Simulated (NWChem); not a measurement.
System: acetylene (C2H2); SMILES C#C

Output (shortened):

```
             Northwest Computational Chemistry Package (NWChem) 7.3.0
             --------------------------------------------------------

                             Geometry "geometry" -> ""
                             -------------------------

 Output coordinates in angstroms (scale by  1.889725989 to convert to a.u.)

  No.       Tag          Charge          X              Y              Z
 ---- ---------------- ---------- -------------- -------------- --------------
    1 C                    6.0000     0.00000000     0.00000000    -0.60257100
    2 C                    6.0000     0.00000000     0.00000000     0.60257100
    3 H                    1.0000     0.00000000     0.00000000    -1.66903500
    4 H                    1.0000     0.00000000     0.00000000     1.66903500

 Effective nuclear repulsion energy (a.u.)      24.7159203009

  pbe96 is a nonlocal functional; adding pw91lda local functional.
                              NWChem Property Module
                              ----------------------

  itol2e modified to match energy
  convergence criterion.

                                 NWChem DFT Module
                                 -----------------

 Summary of "ao basis" -> "ao basis" (spherical)
 ------------------------------------------------------------------------------
       Tag                 Description            Shells   Functions and Types
 ---------------- ------------------------------  ------  ---------------------
 C                           pcj-1                  11       27   5s4p2d
 H                           pcj-1                   6       10   4s2p

  itol2e modified to match energy
  convergence criterion.

            General Information
            -------------------
          SCF calculation type: DFT
          Wavefunction type:  spin polarized.
          No. of atoms     :     4
          No. of electrons :    14
           Alpha electrons :     7
            Beta electrons :     7
          Charge           :     0
          Spin multiplicity:     1
          Use of symmetry is: off; symmetry adaption is: off
          Maximum number of iterations: 150
          AO basis - number of functions:    74
                     number of shells:    34
          Convergence on energy requested:  1.00D-07
          Convergence on density requested:  1.00D-05
          Convergence on gradient requested:  5.00D-04

[...]

      -----------------------------------
      Indirect Spin-Spin Coupling Tensors
      -----------------------------------

      ---------------------------------------------------
      Calculating Fermi-Contact and Spin-Dipole Responses
      ---------------------------------------------------

                                NWChem CPHF Module
                                ------------------

  scftype          =     UHF
  nalpha           =        7
  nbeta            =        7
  variables        =      938
  # of vectors     =       26
  tolerance        = 0.10D-03
  level shift      = 0.00D+00
  max iterations   =       50
  max subspace     =      260

 SCF residual:    3.5474987034427907E-006

Iterative solution of linear equations
  No. of variables      938
  No. of equations       26
  Maximum subspace      260
        Iterations       50
       Convergence  1.0D-04

   iter   nsub   residual    time
   ----  ------  --------  ---------
     1     26    7.32D+00      16.9
     2     52    1.00D+00      29.8
     3     78    7.67D-02      43.2
     4    104    1.73D-03      55.3
     5    130    2.49D-05      69.2

      ----------------------------------------------
      Calculating Paramagnetic Spin-Orbit Responses
      ----------------------------------------------

                                NWChem CPHF Module
                                ------------------

  scftype          =     UHF
  nalpha           =        7
  nbeta            =        7
  variables        =      938
  # of vectors     =        6
  tolerance        = 0.10D-03
  level shift      = 0.00D+00
  max iterations   =       50
  max subspace     =       60

 SCF residual:    3.5474987034427907E-006

Iterative solution of linear equations
  No. of variables      938
  No. of equations        6
  Maximum subspace       60
        Iterations       50
       Convergence  1.0D-04

   iter   nsub   residual    time
   ----  ------  --------  ---------
     1      6    3.96D-06      74.5

      ----------------------------------
      Indirect Spin-Spin Tensors (in Hz)
      ----------------------------------

      -------------------------------------------------
      Atom    1:  13-C  and Atom    2:  13-C

      Respective Nuclear g-factors: 1.404822 & 1.404822
      -------------------------------------------------

      Fermi Contact (FC) Term (Hz):
    180.7744      0.0000      0.0000
      0.0000    180.7744      0.0000
      0.0000      0.0000    180.7744
        Isotropic =     180.7744

      Spin-Dipole   (SD) Term (Hz):
     16.1956      0.0000     -0.0000
      0.0000     16.1956      0.0000
      0.0000     -0.0000      2.4935
        Isotropic =      11.6282

      FC - SD  Cross Term (Hz):
     -0.8006     -0.0000      0.0000
     -0.0000     -0.8006     -0.0000
      0.0000     -0.0000      1.6013
        Isotropic =       0.0000

      Paramagnetic Spin-Orbit Term (Hz):
    -13.5843     -0.0000      0.0000
     -0.0000    -13.5843      0.0000
      0.0000      0.0000     48.3938
        Isotropic =       7.0751

      Diamagnetic Spin-Orbit Term (Hz):
     -2.2477      0.0000     -0.0000
      0.0000     -2.2477      0.0000
      0.0000     -0.0000      4.5650
        Isotropic =       0.0232

      Total Spin-Spin Coupling Tensor (Hz):
    180.3373     -0.0000      0.0000
     -0.0000    180.3373     -0.0000
      0.0000     -0.0000    237.8279

      Isotropic Spin-Spin Coupling =     199.5008 Hz

      -------------------------------------------------
      Atom    1:  13-C  and Atom    3:   1-H

[...]
```

Level: PBE/pcJ-1. All runs use the structure optimised with B3LYP/6-31G* (spherical d).

Write an input that gives this output.

Several could match; the one computed here: the input that was run:
```
start job
memory heap 200 mb stack 900 mb global 1100 mb
geometry units angstroms noautosym nocenter noautoz
  C      0.000000     0.000000    -0.602571
  C      0.000000     0.000000     0.602571
  H      0.000000     0.000000    -1.669035
  H      0.000000     0.000000     1.669035
end
basis spherical
  * library pcj-1
end
dft
  odft
  mult 1
  xc xpbe96 cpbe96
  iterations 150
end
property
  spinspin 3 1 2 1 3 2 3
end
task dft property
```
